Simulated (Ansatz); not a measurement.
**simple cubic against fcc along the alkaline-earth metals**

Computed with Ansatz, DFT, LDA (PW92), plane waves (420 eV) with PAW, scalar-relativistic. (PAW data from PBE, frozen cores regenerated.)

Each structure is relaxed within its symmetry, in the lowest magnetic state of the tried starts. Differences under about 8 meV lie within the error of the k-point mesh.

```json
{"element": "Be", "E(simple cubic) − E(fcc) (meV/atom)": "992", "V(simple cubic) (Å³/atom)": "9.80", "V(fcc) (Å³/atom)": "7.50", "state of simple cubic": "spin not included", "state of fcc": "spin not included"}
{"element": "Mg", "E(simple cubic) − E(fcc) (meV/atom)": "377", "V(simple cubic) (Å³/atom)": "25.88", "V(fcc) (Å³/atom)": "21.78", "state of simple cubic": "spin not included", "state of fcc": "spin not included"}
{"element": "Ca", "E(simple cubic) − E(fcc) (meV/atom)": "381", "V(simple cubic) (Å³/atom)": "38.24", "V(fcc) (Å³/atom)": "38.13", "state of simple cubic": "spin not included", "state of fcc": "spin not included"}
{"element": "Sr", "E(simple cubic) − E(fcc) (meV/atom)": "379", "V(simple cubic) (Å³/atom)": "49.38", "V(fcc) (Å³/atom)": "48.92", "state of simple cubic": "spin not included", "state of fcc": "spin not included"}
```
